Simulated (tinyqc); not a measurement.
Worked calculation: UHF in the sto-6g basis, for CH2, spin multiplicity 3. One step of it, computed by the program tinyqc.

Problem. Iteration 2: DIIS coefficients. Solve [B -1; -1 0][c; lambda] = [0; -1] for the coefficients, which sum to one.

B (overlaps of the stored error matrices):
```
               1              2
1  1.9860626e+00  4.1824623e-04
2  4.1824623e-04  4.5594568e-02
```

Give: DIIS coefficients.

Solution.

DIIS coefficients: 0.0222  0.9778
